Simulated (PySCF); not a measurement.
Gas-phase reaction: BH2 + Cl2 = BHCl2 + H, at 1800 K and a standard pressure of 1 bar. Level: PBE0/def2-SVP†.

Computed with PySCF and rigid-rotor harmonic-oscillator thermochemistry at 1 bar. S°(298 K) at PBE0/def2-TZVP differs from the NASA 1993 table for BH2 (+14 J/mol/K); whether the harmonic model or the table's entry is off was not settled. † marks an energy on the PBE0/def2-TZVP geometry and frequencies. Open shells (unrestricted): BH2 (multiplicity 2), H (multiplicity 2); the rest are closed-shell singlets. The harmonic model lacks anharmonicity and excited electronic states, which grow with temperature; levels with a mode under 35 cm⁻¹ are left out.

| species | E (Ha) | H(1800 K) − E (kJ/mol) | S°(1800 K) (J/mol/K) |
|---|---|---|---|
| BH2 | -25.86503 | 116.1 | 270.8 |
| Cl2 | -919.76145 | 67.6 | 287.9 |
| BHCl2 | -945.27792 | 157.7 | 388.5 |
| H | -0.50034 | 37.4 | 152.1 |
E: electronic energy; H − E holds the zero-point and thermal terms. 1 Ha = 2625.5 kJ/mol.

Question: Work out ΔH°, ΔS°, ΔG° and log10 K from these numbers.

Answer: 1. ΔE = 1×(-945.27792) + 1×(-0.50034) − 1×(-25.86503) − 1×(-919.76145) = -0.15178 Ha = -398.5 kJ.
2. Δ(H − E) = 1×(157.7) + 1×(37.4) − 1×(116.1) − 1×(67.6) = 11.4 kJ, so ΔH° = -387.1 kJ.
3. ΔS° = 1×(388.5) + 1×(152.1) − 1×(270.8) − 1×(287.9) = -18.1 J/K; the number of gas molecules stays the same.
4. ΔG° = ΔH° − TΔS° = -387.1 − 1800×(-18.1)/1000 = -354.5 kJ.
5. log10 K = −ΔG°/(RT ln 10) = 10.29, with RT ln 10 = 34.46 kJ/mol; at standard pressures the products are favoured.
6. A shift of 10 kJ in ΔE would move log10 K by 0.29 here.
For scale, ΔH°(298 K) is -402 kJ at this level, -365 kJ at ωB97M-V/def2-TZVP†, and runs from -430 to -236 kJ over the 20 levels computed.
